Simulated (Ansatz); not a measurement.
CsCl-type TlBr was calculated with PBEsol-D3(BJ) in Ansatz (PAW).

Run with plane-wave cutoff 520 eV, 8×8×8 k mesh, Fermi–Dirac smearing 0.01 eV, scalar-relativistic PAW data made under PBE.

The volume scan:

```json
[
 {"V (Å³/atom)": "26.678", "E − E_lowest (meV/atom)": "11.27", "P (GPa)": "2.293"},
 {"V (Å³/atom)": "27.246", "E − E_lowest (meV/atom)": "4.72", "P (GPa)": "1.421"},
 {"V (Å³/atom)": "27.813", "E − E_lowest (meV/atom)": "1.08", "P (GPa)": "0.652"},
 {"V (Å³/atom)": "28.381", "E − E_lowest (meV/atom)": "0.00", "P (GPa)": "-0.028"},
 {"V (Å³/atom)": "28.949", "E − E_lowest (meV/atom)": "1.18", "P (GPa)": "-0.628"},
 {"V (Å³/atom)": "29.516", "E − E_lowest (meV/atom)": "4.37", "P (GPa)": "-1.158"},
 {"V (Å³/atom)": "30.084", "E − E_lowest (meV/atom)": "9.32", "P (GPa)": "-1.624"}
]
```

**Question.** Estimate the bulk modulus from the pressures at 27.813 and 28.949 Å³/atom, and compare it with a fit to all energies.

**Answer.** B = −V dP/dV. Between V = 27.813 and 28.949 Å³/atom, dP/dV = (-0.628 − (0.652))/(28.949 − 27.813) = -1.13 GPa per Å³/atom; at the midpoint 28.381 Å³/atom this gives B ≈ 32.0 GPa. The third-order Birch–Murnaghan fit gives V0 = 28.356 Å³/atom, B0 = 32.1 GPa, B′ = 5.2, which lies within 1 % of that estimate.

Measured, for comparison: equilibrium volume per atom 31.62 Å³/atom (temperature not stated, no zero-point or thermal correction; as tabulated in Du and Singh (2010), arXiv:1001.5458). Computed (rounded) less measured: equilibrium volume per atom -10.3 %.

Spin–orbit coupling is not included; it can shift volumes and moduli of such heavy elements.

Computed values are for the static lattice.

Computing time: very roughly 30 core-seconds.

Ansatz is a first-principles code.
